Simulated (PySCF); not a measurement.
BeH, SMILES [BeH], multiplicity 2.

Geometry optimised at PBE-D3(BJ)/def2-TZVPD. The spin state was assumed, not searched.

Level of theory: PBE-D3(BJ)/def2-TZVPD (PySCF).

Frequencies are harmonic and unscaled.

```tsv
mode	ν (cm⁻¹)	IR (km/mol)	moving atoms (share of kinetic energy)
1	1982	130.2	H 90 %, Be 10 %
```
